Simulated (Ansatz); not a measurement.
Input file:

```yaml
crystal:
  periodic: [false, false, false]
  atoms:
    - {symbol: B, position_ang: [0.000000, 0.000000, 0.043923]}
    - {symbol: N, position_ang: [0.000000, 0.000000, -1.261739]}
    - {symbol: H, position_ang: [0.000000, 0.000000, 1.217815]}
basis:
  gaussian: {orbitals: 6-31G}
magnetization: {spin_polarized: true, initial_magnetization: 3}
correlation: {method: ccsdtq, electrons: outside_noble_gas}
```

```sh
$ ansatz run in.yaml --threads 1 --pin off --events-out ev --progress --plain --max-ram 2393MiB
```

Log:

```
448 factors; integrals over basis functions are off by at most 7.3e-8 eV
mean field evaluation 1: about -2161.4869 eV, gradient 8.8e0 eV
mean field evaluation 2: about -2161.4903 eV, gradient 8.8e0 eV
mean field evaluation 4: about -2162.1564 eV, gradient 7.1e-1 eV
mean field evaluation 8: about -2162.1659 eV, gradient 2.7e-4 eV
mean field evaluation 16: about -2162.1622 eV, gradient 1.2e-1 eV
mean field evaluation 32: about -2159.1032 eV, gradient 1.5e1 eV
mean field evaluation 64: about -2161.5060 eV, gradient 3.8e0 eV
mean field evaluation 96: about -2162.1659 eV, gradient 3.9e-4 eV
mean field evaluation 128: about -2160.4750 eV, gradient 4.6e-2 eV
mean field evaluation 160: about -2161.0498 eV, gradient 1.1e-1 eV
...
cycle  10  -2.82055880 eV  change    4.1e-5 eV  update   1.3e-4
cycle  11  -2.82054873 eV  change    1.0e-5 eV  update   7.6e-5
cycle  12  -2.82054894 eV  change   -2.0e-7 eV  update   4.5e-5
cycle  13  -2.82056517 eV  change   -1.6e-5 eV  update   2.9e-5
cycle  14  -2.82057343 eV  change   -8.3e-6 eV  update   1.9e-5
cycle  15  -2.82057340 eV  change    2.7e-8 eV  update   1.2e-5
cycle  16  -2.82057065 eV  change    2.7e-6 eV  update   6.7e-6
cycle  17  -2.82056820 eV  change    2.5e-6 eV  update   3.4e-6
cycle  18  -2.82056741 eV  change    7.8e-7 eV  update   1.5e-6
cycle  19  -2.82056750 eV  change   -8.6e-8 eV  update   8.7e-7
Total energy: -2164.98645081 eV, -79.5617845868 hartree
```

For the same geometry and basis full CI lies 1.5 meV higher.

Ran on 1 thread of Arm Neoverse V1, shared host: 29 s wall, 0.24 GiB peak host memory.
